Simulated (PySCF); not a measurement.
Compound: C₅H₉O (doublet state).
Geometry (GFN2-xTB, Å), atoms numbered from 1 in this order:
```
atom  x, y, z in Å
C1     0.3881    1.8659    0.2086
C2    -0.1771    0.6150    0.0785
C3     0.5426   -0.5590   -0.0724
C4     2.0276   -0.6363   -0.1083
O5    -1.5540    0.6360    0.1090
C6    -2.2673   -0.5653   -0.0166
H7     1.4479    2.0140    0.1929
H8    -0.2489    2.7218    0.3190
H9     0.0228   -1.4929   -0.2074
H10    2.4007   -0.4685   -1.1228
H11    2.3584   -1.6257    0.2018
H12    2.4888    0.1054    0.5392
H13   -3.3188   -0.2873    0.0470
H14   -2.0323   -1.2663    0.7919
H15   -2.0829   -1.0489   -0.9824
```

The hyperfine couplings belong to this conformer and change with its torsions.

As a line formula: `[CH2]/C(=C\C)OC` [radical].

Theory: UKS B3LYP, pcH-1 on C H O, non-relativistic, mean-field spin-orbit, GIAO (PySCF). The structure is a single GFN2-xTB conformer in the gas phase; no vibrational or solvent corrections. GFN2-xTB frequencies show an imaginary mode (38i cm⁻¹), so this geometry is no minimum at that level. The geometry wasn't refined by DFT: couplings that depend on bond lengths, twists or pyramidal angles can differ widely from those at the functional's own minimum. The SCF solution wasn't tested for stability. ⟨S²⟩ is 0.776 where a pure state has 0.75.

What is the g tensor, term by term?

| Δg (ppm) | 1 | 2 | 3 |
| --- | --- | --- | --- |
| relativistic mass correction | -130 | -130 | -130 |
| gauge correction | -2 | 32 | 24 |
| orbital Zeeman/spin–orbit | 4 | 469 | 542 |
| total | -127 | 371 | 437 |

So g = 2.00219, 2.00269, 2.00276 and g_iso = 2.00255; the tensor is close to axial: the two nearest values differ by 12 % of g3 − g1. Axes: g2 points within 5° of the C3–H9 bond.

What are the electron Larmor frequencies g μB B/h along the three axes at 330 mT?

9.2476, 9.2499, 9.2503 GHz for g1, g2 and g3, a range of 2.6 MHz.

At 9.528 GHz, how far is the centre of the isotropic spectrum from where a free electron (g = 2.002319) resonates?

B = hν/(g μB) with μB/h = 13.99624 MHz/mT gives 339.98 mT for the free electron and 339.94 mT at g_iso, 0.04 mT lower.

How much does each term add to the isotropic shift?

The orbital-Zeeman/spin–orbit term 338, the mass correction -130 and the gauge correction 18 ppm, for a total of 227 ppm. The orbital-Zeeman/spin–orbit term is the largest in size. The mass correction is the same along every axis, so the anisotropy comes from the other two: their spans along these axes are 34 (gauge) and 538 ppm (orbital Zeeman/spin–orbit).

In a frozen sample, at which fields do the three g values resonate at 9.5, 34, 94 and 263 GHz (hyperfine left aside), and which band first spreads them over more than twice a line width of 0.5 mT?

```tsv
band	GHz	B(g3) mT	B(g2) mT	B(g1) mT	spread mT
X	9.5	338.91	338.92	339.01	0.10
Q	34.0	1212.94	1212.98	1213.28	0.34
W	94.0	3353.42	3353.53	3354.37	0.94
J	263.0	9382.45	9382.75	9385.09	2.64
```

The spread grows in proportion to the frequency. J band is the first where it exceeds 1.0 mT.

Largest spin populations (Mulliken): C1 (+0.70), C3 (+0.63) and C2 (-0.23). The positive populations add up to 1.39 and the negative ones to -0.39, together 2S = 1. The angles at C1 add up to 360.0°, so it is planar; its axial dipolar tensor and the negative couplings of its protons fit spin in a p orbital normal to that plane.

The HOMO–LUMO gaps are 6.61 eV among the α and 4.13 eV among the β orbitals.
